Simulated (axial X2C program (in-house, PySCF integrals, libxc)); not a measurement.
# Low determinants of SiP at the PBE0 level, with spin–orbit coupling

Calculated with an in-house all-electron X2C program for linear molecules (integrals from PySCF). Two-component (2c) means X2C with spin–orbit coupling and atomic mean-field two-electron Coulomb and Gaunt terms. Basis: P dyall-v2z [7s7p1d], Si dyall-v2z [7s7p1d] (cores contracted in-house); Gaussian nuclei, density fitting, unrestricted open shells. Masses: P 30.974 u, Si 27.977 u.

Search at 2.090 Å (vertical energies from the lowest determinant):

```json
{"ΔE (eV)": "0.00", "state": "Ω = 3/2", "electrons beyond evenly filled partner blocks": "ω = 3/2", "electrons in ±ω = 1/2, 3/2, 5/2, 7/2": "24 5 0 0"}
{"ΔE (eV)": "0.02", "state": "Ω = 1/2", "electrons beyond evenly filled partner blocks": "ω = 1/2", "electrons in ±ω = 1/2, 3/2, 5/2, 7/2": "23 6 0 0"}
{"ΔE (eV)": "2.17", "state": "Ω = 1/2", "electrons beyond evenly filled partner blocks": "2 × ω = -1/2, ω = 3/2", "electrons in ±ω = 1/2, 3/2, 5/2, 7/2": "24 5 0 0"}
{"ΔE (eV)": "2.19", "state": "Ω = 5/2", "electrons beyond evenly filled partner blocks": "ω = -1/2, 2 × ω = 3/2", "electrons in ±ω = 1/2, 3/2, 5/2, 7/2": "23 6 0 0"}
{"ΔE (eV)": "2.40", "state": "Ω = 7/2", "electrons beyond evenly filled partner blocks": "ω = 1/2, 2 × ω = 3/2", "electrons in ±ω = 1/2, 3/2, 5/2, 7/2": "23 6 0 0"}
{"ΔE (eV)": "2.42", "state": "Ω = 3/2", "electrons beyond evenly filled partner blocks": "ω = 3/2", "electrons in ±ω = 1/2, 3/2, 5/2, 7/2": "22 7 0 0"}
{"ΔE (eV)": "3.06", "state": "Ω = 5/2", "electrons beyond evenly filled partner blocks": "2 × ω = 1/2, ω = 3/2", "electrons in ±ω = 1/2, 3/2, 5/2, 7/2": "24 5 0 0"}
```

Lowest determinant, Ω = 3/2 (⟨Sz⟩ = 0.50, ⟨Lz⟩ = 1.00 at PBE0): Re = 2.088 Å, ωe = 627.8 cm⁻¹.

The determinant in row 2 of the search, Ω = 1/2 (⟨Sz⟩ = -0.50, ⟨Lz⟩ = 1.00 at PBE0), was followed along the bond at PBE0; measured from the minimum of the lowest determinant it gives:

Te = 0.025 eV (200 cm⁻¹), Re = 2.089 Å, ωe = 626.9 cm⁻¹.

(1) Compare the bond of the determinant in row 2 with that of the lowest one.

The search compares states at one distance, so a state with another bond length can lie lower; it is not exhaustive and yields mostly the lowest determinant of each block pattern, so other components and higher states of one pattern are missing. These are energies of single determinants, not of spin-adapted states; PBE0 term energies can be off by some tenths of an eV, and the functional has no current term. The lowest determinant need not be the ground state where others lie within half an eV. Some points of a curve did not converge.

Results:

(1) At PBE0 its Re is 0.001 Å longer and its force constant, which goes as ωe², is 1.00 times that of the lowest determinant. T0 ≈ Te + Δωe/2 = 200 + (0) = 200 cm⁻¹.
